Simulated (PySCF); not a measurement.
Method: PySCF energies plus ideal-gas RRHO corrections (1 bar). Table values come from the NASA 1993 polynomials. 6-31G* has spherical d functions here. Open shells (unrestricted): SN (multiplicity 2, electronic degeneracy 4). Spin-orbit splitting is ignored; it lowers the true energy and changes the entropy of SN. B3LYP is the form with VWN-RPA correlation. The harmonic model lacks anharmonicity and excited electronic states, which grow with temperature; levels with a mode under 35 cm⁻¹ are left out. The table's entry may be an old estimate for SN (not checked at source).

Harmonic frequencies at B3LYP/6-31G* (cm⁻¹): 1227. Point group C∞v; S°(298 K) = 223.3 J/mol/K at this level.

Q: Work out Cp and S° of gaseous SN at 500, 800, 1200, 1600, 2000 K from these, and set them beside the table.

A: 
```csv
T (K),Cp B3LYP/6-31G*,Cp table,S° B3LYP/6-31G*,S° table
500,32.3,33.3,239.3,238.8
800,34.7,35.3,255.1,254.9
1200,36.1,36.5,269.5,269.5
1600,36.6,37.1,280.0,280.1
2000,36.9,37.5,288.2,288.4
```
Units J/mol/K.
